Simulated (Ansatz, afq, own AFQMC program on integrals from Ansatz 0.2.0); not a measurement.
Breaking C1–N2 in CH3N, singlet

```xyz
5

C    -0.0342   -0.3828    0.0369
N     0.6306    0.6593   -0.2285
H    -1.0973   -0.4032    0.3450
H     0.4576   -1.3670   -0.0355
H     0.0434    1.4937   -0.1179
```

Products: CH$_{2}$ (triplet, the lower of two spins tried; CH2) and NH (triplet), each relaxed with PBE0/def2-SVP like the molecule; electronic energies without zero-point terms. Determinants: RHF, UHF and UHF in that order.

Basis def2-TZVP. Only valence electrons are correlated. Ansatz 0.2.0 and our own AFQMC program on the same integrals; the CISD trial comes from CCSD amplitudes, and released means the phaseless constraint is let go. ± is one standard error of the sampling. The errors of all members are added in quadrature.

No full CI on the walks' own integrals is used here; CCSDT(Q) serves as the reference and is uncertain by about the last step of the cluster series. Each member takes its own surest rung, up to full CI.

The best estimate is CCSD(T) at the basis-set limit (CBS: def2-TZVPP and def2-QZVPP, with their diffuse functions for anions and beside diffuse sets, CCSD(T) itself extrapolated) plus the step from CCSD(T) to CCSDT(Q) in def2-TZVP. Rows without CBS are in def2-TZVP; B2PLYP and the wave-function rows carry a basis error of their own. Core correlation and relativity beyond core potentials are missing, and ± holds the sampling alone.

Cautions: CH₃N (singlet): the released energies move by 1.5 errors or more from one time to the next, so no released level is given (meV from the phaseless value at times in 1/Eh: -6 ± 5 at 0.24, -7 ± 4 at 0.51, -8 ± 5 at 0.99, 3 ± 6 at 1.62, -15 ± 6 at 2.40), though the last usable value meets CCSDT(Q) within the noise; NH (triplet): full CI with its own frozen core.

```tsv
level	bond energy (kcal/mol)
MP2	166.5
PBE0	160.2
r2SCAN	155.3
```

(1) From these cheaper values, estimate the bond energy at the level of the best estimate.

(1) 164.9 kcal/mol (best estimate, highest rung CCSDT(Q)).

```
        level  bond energy (kcal/mol)  error against the best estimate (kcal/mol)
           HF                    93.5                                       -71.4
         CCSD                   153.5                                       -11.4
      CCSD(T)                   159.3                                        -5.6
        CCSDT                   158.9                                        -6.0
     CCSDT(Q)                   159.4                                        -5.5
ph-AFQMC/CISD             159.3 ± 0.1                                  -5.6 ± 0.1
       HF/CBS                    93.9                                       -71.0
      MP2/CBS                   172.9                                         8.0
  CCSD(T)/CBS                   164.8                                        -0.1
          PBE                   169.1                                         4.2
        B3LYP                   161.7                                        -3.2
      wB97M-V                   165.5                                         0.6
       B2PLYP                   162.8                                        -2.1
```

Correlation beyond CCSD(T) adds 0.1 kcal/mol. Going to the basis-set limit adds 5.5 kcal/mol at CCSD(T). The perturbative (T) step is worth +5.8 kcal/mol. The functionals spread over 13.8 kcal/mol; wB97M-V comes nearest and r2SCAN is 9.6 kcal/mol too low.

Best estimates are given only where the step beyond CCSD(T) is under 0.3 eV and no member's determinant is very poor (T1 over 0.05, or 0.07 for open shells, ⟨S²⟩ too high by 0.3, two states mixed), so the hardest cases are missing from such tables.

The functionals ran in a triple-zeta set and keep a basis error of their own, a few kJ/mol for each bond in atomization energies and more for double hybrids, so close places among them and the extrapolated levels can swap.

CCSDT and higher add their correlation energy to the determinant of the CCSD(T) run, since their own runs factorise the integrals more tightly (a shift of under 2 meV). Each member of a difference takes its own highest rung, so a best estimate needn't equal the limit plus the step of one row. A walk keeps the symmetry of its determinant, which the program's search chose and which needn't be the lowest solution, so a lower state of the same spin and another symmetry isn't excluded.
